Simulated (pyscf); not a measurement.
Structures and frequencies: ωB97X-D3(BJ)/def2-SVP in PySCF.

Problem. Estimate by transition-state theory the rate constant of F–SiH₃ + silanol (HO–SiH₃) -> disiloxane (H₃Si–O–SiH₃) + hydrogen fluoride (HF) (singlet surface; F–Si, H–O broken, O–Si, F–H formed) at 1200 K, with ωB97M-D3(BJ)/def2-TZVP energies (ideal gas, 1 atm, RRHO with modes under 100 cm⁻¹ raised to 100, one conformer, R ln 2 for rigid chiral ones; no tunnelling).

Solution. The electronic barrier is 24.4 kcal/mol and the thermal terms add +43.0, so ΔG‡ = 67.4 kcal/mol. With k_BT/h = 2.50e+13 s⁻¹ and RT = 2.385 kcal/mol, and a volume of 1.64e-19 cm³ per molecule at 1 atm, k = 2.2e-18 cm³ molecule⁻¹ s⁻¹. Wigner's tunnelling factor for 626i cm⁻¹ would be 1.02. A shift of 1 kcal/mol in the barrier changes k by a factor 1.5. On the reactant side the descent ends in a complex (not fully relaxed), 4.1 kcal/mol under the separated species and 27.5 kcal/mol under the saddle at ωB97X-D3(BJ)/def2-TZVP. On the product side the descent ends in a complex, 5.9 kcal/mol under the separated species and 24.3 kcal/mol under the saddle at ωB97X-D3(BJ)/def2-TZVP. This is the saddle that the search found; another between the same sides may lie lower.
